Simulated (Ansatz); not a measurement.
## KP₂Ru₂: experiment and calculation

**Measured values to compare with.**

From “Construction of A-B hetero-layer intermetallic crystals: case studies of the 1144-phase TM-phosphides AB(TM)4P4 (TM=Fe, Ru, Co, Ni”, 2021, arxiv:2103.15344, for a powder of KP2Ru2: lattice constant a 4.016 ± 0.007 Å; lattice constant c 12.356 ± 0.009 Å.

How close the calculation comes is told below.

These are results of DFT r2SCAN, scalar-relativistic, plane waves, PAW in Ansatz, not measurements.

Settings: cutoff 500 eV, Γ-centred mesh 12×12×12 on the computed 5-atom cell, Gaussian smearing of 0.10 eV; no spin polarisation.

Relaxed structure, symmetry kept:

Space group I4/mmm (No. 139). a = 4.020 Å, b = 4.020 Å, c = 12.500 Å, α = 90.00°, β = 90.00°, γ = 90.00°
| atom | site | symmetry | x | y | z |
| --- | --- | --- | --- | --- | --- |
| K | 2a | 4/mmm | 0.0000 | 0.0000 | 0.0000 |
| P | 4e | 4mm | 0.0000 | 0.0000 | 0.3390 |
| Ru | 4d | -4m2 | 0.0000 | 0.5000 | 0.2500 |

| Item | Value |
| --- | --- |
| Space group | I4/mmm (No. 139) |
| Volume per atom | 136.3 bohr³ |
| Formation energy from the elements' standard states (uncorrected) | -0.738 eV/atom |
| Generalised Kohn–Sham band gap | none (metal) |
| Density of states at the Fermi level | 2.15 states/eV per cell |
| Löwdin character within 0.5 eV of the Fermi level | Ru 4d 59 %, P 3p 29 %, unprojected 5 % |
| Bulk modulus | 41 GPa |
| Its pressure derivative | 3.2 |
| Bader charges (e) | K (1 in the cell) 0.80, P (2 in the cell) -0.38, Ru (2 in the cell) -0.02 |

Against the measured lattice constant a of KP2Ru2, 4.016 Å (powder; the paper above), the calculated 4.020 Å is off by +0.1 %. Against the measured lattice constant c of KP2Ru2, 12.356 Å (powder; the paper above), the calculated 12.500 Å is off by +1.2 %. The calculation is for 0 K without zero-point motion.

Cost: 9 runs of about 18 core-minutes in all, on Intel Xeon 6975P-C (Granite Rapids) (shared hosts).